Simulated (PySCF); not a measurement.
**A diatomic session: NaO+**

What are the lowest state that PBE0 finds, the bond length, vibrational wavenumber and bond energy of NaO+, and how much do these hang on the method?

Method: Na 6-311G(d,p), O 6-311G(d,p), no relativity; program: PySCF 2.14.0.

## 1. Set-up

Settings of the job:

- atoms: Na, O
- charge: 1
- basis: Na 6-311G(d,p), O 6-311G(d,p)
- Hamiltonian: no relativity
- basis functions: 44
- electrons treated: 18
- masses in u: 22.9898, 15.9949
- levels: PBE0, PBE, r²SCAN, BP86, LDA, r²SCAN0, HSE06, HF, MP2, SCS-MP2, CCSD, CCSD(T)
- grid: 80 radial by 434 angular points
- occupations: held fixed by the projection of orbital angular momentum
- dissociation limit: Na+ + O, each in its ground configuration
- starting distance in angstrom: 2.275
- values of 2S to try: 0, 2

After this run come: PBE0 along the bond; Other states along the same grid; PBE (GGA); r²SCAN; BP86 (GGA); LDA (local density); r²SCAN0 (hybrid meta-GGA); HSE06; UHF (mean field); Correlated methods on the Hartree–Fock reference.

**Question.** What will these runs give? Wanted: for each run, Re; ωe; De; μ.

The runs gave:

Lowest PBE0 solution found, without spin–orbit coupling: ³Σ⁻ (triplet), unpaired electrons π ↑↑. State 2 has its PBE0 minimum 0.34 eV higher. State 3 has its PBE0 minimum 0.79 eV higher, as a spin-mixed determinant (⟨S²⟩ = 1.00), so this is no gap between pure states. State 4 has its PBE0 minimum 1.11 eV higher, as a spin-mixed determinant (⟨S²⟩ = 1.00), so this is no gap between pure states. The other levels ran on the lowest alone.

```csv
level,Re (Å),ωe (cm⁻¹),De (eV),μ (D)
UHF,2.547,178.9,0.302,-4.61
UHF-MP2,2.537,189.7,0.348,n/a
UHF-SCS-MP2,2.541,188.7,0.347,n/a
UHF-CCSD,2.537,191.1,0.357,n/a
UHF-CCSD(T),2.535,192.5,0.364,n/a
LDA,2.447,214.6,0.475,-4.17
PBE,2.531,191.4,0.426,-4.34
BP86,2.568,175.5,0.359,-4.46
r²SCAN,2.533,188.2,0.371,-4.45
PBE0,2.518,191.2,0.379,-4.41
r²SCAN0,2.518,190.0,0.353,-4.46
HSE06,2.517,191.6,0.380,-4.41
```

De is counted to Na+ + O in their ground configurations. A positive dipole points from Na to O; in an ion it is taken about the centre of mass and does not tell which atom is negative.

In words: The methods spread over 0.121 Å in bond length, from LDA to BP86. CCSD(T) can't serve as the judge here: for a weak bond in this basis it is far from its limit. Of the levels with a De here, UHF gives the least (0.302 eV) and LDA the most (0.475 eV).

Correlated steps freeze 2 core orbitals.
